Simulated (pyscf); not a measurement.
Optimised with ωB97X-D3(BJ)/def2-SVP in PySCF.

Q: Estimate the classical barrier height and the reaction energy of H₃Si–PH–SiH₃ + H• → •H₂Si–PH–SiH₃ + H₂ at ωB97M-D3(BJ)/def2-TZVP. The step runs on the doublet surface, breaks H–Si and forms H–H; take the separated reactants as zero.

A: ΔE‡ = 4.3 kcal/mol, ΔE = -14.2 kcal/mol. Zero-point energy shifts the barrier by -0.7 kcal/mol. It is a hydrogen abstraction, with an imaginary mode of 925i cm⁻¹. •H₂Si–PH–SiH₃ lies 8.3 kcal/mol over its isomer H₃Si–P•–SiH₃ (electronic energy, ωB97M-D3(BJ)/def2-TZVP). This is the saddle that the search found; another between the same sides may lie lower. The angle at the transferred H is 180°.
